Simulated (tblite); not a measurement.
C4H7N.
Numbering: `[NH2:1][C@H:2]1[C@H:3]2[CH2:4][C@@H:5]12` (hydrogens: H6, H7 on N1; H8 on C2; H9 on C3; H10, H11 on C4; H12 on C5)

Computed with GFN2-xTB (tblite), gas phase: Langevin dynamics at 200 K from the optimised GFN2-xTB geometry, time step 0.5 fs, friction 0.01 fs⁻¹, 2000 steps. The instantaneous temperature is 2·E(kin)/(3Nk) with all 3N coordinates.

| t (fs) | T (K) | E(pot) above start (eV) | N1–C2 (Å) | C2–C3 (Å) | C3–C4 (Å) | C4–C5 (Å) | C2–C5 (Å) | N1–H6 (Å) |
| --- | --- | --- | --- | --- | --- | --- | --- | --- |
| 0 | 174 | 0.000 | 1.439 | 1.496 | 1.496 | 1.496 | 1.496 | 1.014 |
| 25 | 113 | 0.182 | 1.423 | 1.502 | 1.506 | 1.507 | 1.518 | 1.022 |
| 50 | 179 | 0.237 | 1.406 | 1.496 | 1.539 | 1.500 | 1.501 | 1.017 |
| 75 | 200 | 0.164 | 1.438 | 1.521 | 1.513 | 1.515 | 1.490 | 1.006 |
| 100 | 174 | 0.221 | 1.464 | 1.487 | 1.501 | 1.535 | 1.514 | 1.034 |
| 125 | 162 | 0.230 | 1.456 | 1.482 | 1.546 | 1.484 | 1.486 | 1.005 |
| 150 | 218 | 0.211 | 1.461 | 1.475 | 1.511 | 1.524 | 1.500 | 1.008 |
| 175 | 177 | 0.206 | 1.428 | 1.481 | 1.491 | 1.516 | 1.487 | 1.034 |
| 200 | 214 | 0.166 | 1.462 | 1.487 | 1.529 | 1.488 | 1.462 | 1.007 |
| 225 | 218 | 0.236 | 1.435 | 1.477 | 1.491 | 1.517 | 1.500 | 1.028 |
| 250 | 169 | 0.209 | 1.440 | 1.519 | 1.495 | 1.497 | 1.466 | 1.003 |
| 275 | 205 | 0.172 | 1.451 | 1.471 | 1.493 | 1.497 | 1.494 | 1.025 |
| 300 | 272 | 0.189 | 1.436 | 1.543 | 1.500 | 1.490 | 1.523 | 1.012 |
| 325 | 254 | 0.296 | 1.460 | 1.515 | 1.473 | 1.475 | 1.521 | 1.000 |
| 350 | 270 | 0.236 | 1.446 | 1.477 | 1.483 | 1.479 | 1.553 | 1.014 |
| 375 | 199 | 0.241 | 1.431 | 1.531 | 1.487 | 1.454 | 1.499 | 1.032 |
| 400 | 197 | 0.248 | 1.409 | 1.515 | 1.448 | 1.505 | 1.507 | 0.997 |
| 425 | 137 | 0.265 | 1.424 | 1.516 | 1.489 | 1.477 | 1.518 | 1.045 |
| 450 | 197 | 0.187 | 1.438 | 1.514 | 1.510 | 1.472 | 1.527 | 0.989 |
| 475 | 180 | 0.257 | 1.428 | 1.524 | 1.473 | 1.515 | 1.467 | 1.031 |
| 500 | 205 | 0.193 | 1.445 | 1.495 | 1.492 | 1.494 | 1.532 | 1.015 |
| 525 | 198 | 0.174 | 1.451 | 1.513 | 1.463 | 1.487 | 1.493 | 1.009 |
| 550 | 185 | 0.157 | 1.446 | 1.496 | 1.462 | 1.503 | 1.496 | 1.008 |
| 575 | 114 | 0.180 | 1.451 | 1.451 | 1.490 | 1.470 | 1.494 | 1.028 |
| 600 | 120 | 0.233 | 1.448 | 1.470 | 1.507 | 1.440 | 1.501 | 1.013 |
| 625 | 183 | 0.221 | 1.482 | 1.502 | 1.454 | 1.465 | 1.503 | 1.010 |
| 650 | 178 | 0.274 | 1.488 | 1.496 | 1.442 | 1.482 | 1.506 | 1.021 |
| 675 | 154 | 0.256 | 1.381 | 1.497 | 1.504 | 1.523 | 1.535 | 1.009 |
| 700 | 181 | 0.195 | 1.403 | 1.528 | 1.503 | 1.503 | 1.521 | 0.999 |
| 725 | 161 | 0.278 | 1.428 | 1.530 | 1.510 | 1.463 | 1.522 | 1.036 |
| 750 | 250 | 0.096 | 1.439 | 1.529 | 1.497 | 1.464 | 1.505 | 0.998 |
| 775 | 179 | 0.227 | 1.431 | 1.507 | 1.455 | 1.503 | 1.483 | 1.034 |
| 800 | 168 | 0.228 | 1.458 | 1.486 | 1.481 | 1.488 | 1.522 | 1.017 |
| 825 | 202 | 0.218 | 1.426 | 1.489 | 1.493 | 1.492 | 1.505 | 1.009 |
| 850 | 169 | 0.240 | 1.436 | 1.518 | 1.457 | 1.524 | 1.461 | 1.041 |
| 875 | 226 | 0.191 | 1.464 | 1.519 | 1.508 | 1.511 | 1.483 | 0.974 |
| 900 | 145 | 0.176 | 1.427 | 1.482 | 1.542 | 1.503 | 1.521 | 1.042 |
| 925 | 182 | 0.232 | 1.451 | 1.486 | 1.482 | 1.518 | 1.509 | 0.983 |
| 950 | 125 | 0.252 | 1.433 | 1.526 | 1.556 | 1.530 | 1.511 | 1.005 |
| 975 | 134 | 0.311 | 1.400 | 1.492 | 1.560 | 1.543 | 1.491 | 1.034 |
| 1000 | 246 | 0.190 | 1.448 | 1.499 | 1.531 | 1.527 | 1.509 | 0.988 |

Question: From 500 fs on, how do temperature and potential energy compare with equipartition?

Answer: The mean temperature of these 21 frames is 176 K against the target 200 K, and the mean potential energy 0.22 eV against 30 × kT/2 = 0.26 eV for 30 classical harmonic modes. For 12 atoms in a canonical ensemble the temperature itself scatters by T·√(2/(3N)) = 47 K; here its standard deviation is 37 K. The whole run lasts only 10 friction times of 100 fs, so these averages carry a wide statistical error.

Question: What are the kinetic and total energies of the listed frame with the highest potential energy?

Answer: The one at 975 fs, 0.311 eV above the start. Its kinetic energy is 3NkT/2 = 0.208 eV at 134 K, so the sum is 0.52 eV; over the listed frames the sum runs from 0.27 to 0.69 eV, since the thermostat adds and removes energy.

Question: How much do the listed bonds fluctuate from 500 fs on?

Answer: 
| bond | at the start (Å) | mean (Å) | standard deviation (Å) |
| --- | --- | --- | --- |
| N1–C2 | 1.439 | 1.440 | 0.025 |
| C2–C3 | 1.496 | 1.501 | 0.020 |
| C3–C4 | 1.496 | 1.495 | 0.032 |
| C4–C5 | 1.496 | 1.497 | 0.026 |
| C2–C5 | 1.496 | 1.505 | 0.017 |
| N1–H6 | 1.014 | 1.013 | 0.018 |

The motion is classical and holds no zero-point motion.

What follows is the cost of the whole dynamics run. On Arm Neoverse N1, one thread, no GPU, shared host, this took 10 s of wall time and 0.18 GiB of memory at its peak.
